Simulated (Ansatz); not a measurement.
## How the equilibrium volume per atom of Te (model structure, started from the beta-Sn type, I4₁/amd, No. 141, 2 atoms in the cell) moves with the method

No measured value is used here.

```tsv
level (code)	value (Å³/atom)
PBE (Ansatz)	32.15
PBEsol (Ansatz)	30.56
PBE-D3(BJ) (Ansatz)	30.65
```

Ansatz's density-functional and Hartree–Fock values are scalar-relativistic unless marked +SOC, with PAW data made under PBE.

A model structure was made by putting elements into a prototype or built by hand; it is no filed structure, need not be a known phase, and can be a saddle point held by its symmetry.

Ansatz is a quantum-chemistry and plane-wave program.
